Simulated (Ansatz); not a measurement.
Worked example: correlation energy of AlH2, doublet

Geometry: that of the AlH2⁻, singlet, kept fixed.

```xyz
3

Al    0.0000   -0.0810    0.0000
H     0.0000    1.0848   -1.2329
H     0.0000    1.0848    1.2329
```

Basis 6-31++G** (Cartesian d functions); Ansatz 0.2.0. Only valence electrons are correlated (noble-gas cores frozen), which leaves 5 electrons in 30 orbitals. Prefix R: restricted or restricted open-shell reference; prefix U: unrestricted.

Full CI is exact within this basis and frozen core; it isn't the basis-set limit. The frozen core follows each run's orbitals, which can shift R against U totals by a few meV.

Runs differ by some tens of microhartree through their thresholds and, for an open shell, their frozen cores, so steps under 0.1 kcal/mol mean nothing.

```tsv
level	total energy (hartree)
UHF	-242.997346
UMP2	-243.049861
UCCSD	-243.067318
UCCSD(T)	-243.068527
UCCSDT	-243.069024
UCCSDT(Q)	-243.069036
full CI	-243.069013
```

Question: What is the correlation energy at full CI, and what share of it do UMP2 and UCCSD recover?

Answer: E(corr) = -243.069013 − (-242.997346) = -0.071667 hartree = -1.950 eV. UMP2: -0.052515 / -0.071667 = 73.28 %. UCCSD: -0.069972 / -0.071667 = 97.63 %.

Question: By how many kcal/mol does UCCSD(T) miss full CI (1 hartree = 627.509 kcal/mol), and which steps make up the rest?

Answer: -243.068527 − (-243.069013) = 0.000486 hartree = 0.30 kcal/mol. Steps: UCCSDT − UCCSD(T) = -0.31, UCCSDT(Q) − UCCSDT = -0.01, full CI − UCCSDT(Q) = 0.01 kcal/mol. That is within 1 kcal/mol of the reference in this basis, which itself misses far more of the correlation at the basis-set limit.
